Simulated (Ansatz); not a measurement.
Species: C2H2, charge 1, multiplicity 2. 
Coordinates optimised at B3LYP-D3(BJ)/def2-TZVP (Ansatz, a quantum-chemistry and plane-wave program):
```xyz
4

C      0.0000     0.0000    -0.6217
C      0.0000     0.0000     0.6217
H      0.0000     0.0000     1.7012
H      0.0000     0.0000    -1.7012
```
Charge +1, spin multiplicity 2.

Basis-set convergence of Hartree-Fock and CCSD(T) correlation energies (hartree) with Ansatz. Cores are frozen in the correlated levels unless marked. UHF or UKS for open shells. Spin-orbit coupling is left out. Non-relativistic.

```csv
basis,functions,E(HF),"E(corr, CCSD(T))"
aug-cc-pVDZ,64,-76.46953,-0.24121
aug-cc-pVTZ,138,?,?
```

What belongs in the gaps?


- aug-cc-pVTZ, E(HF): -76.49066
- aug-cc-pVTZ, E(corr, CCSD(T)): -0.28531
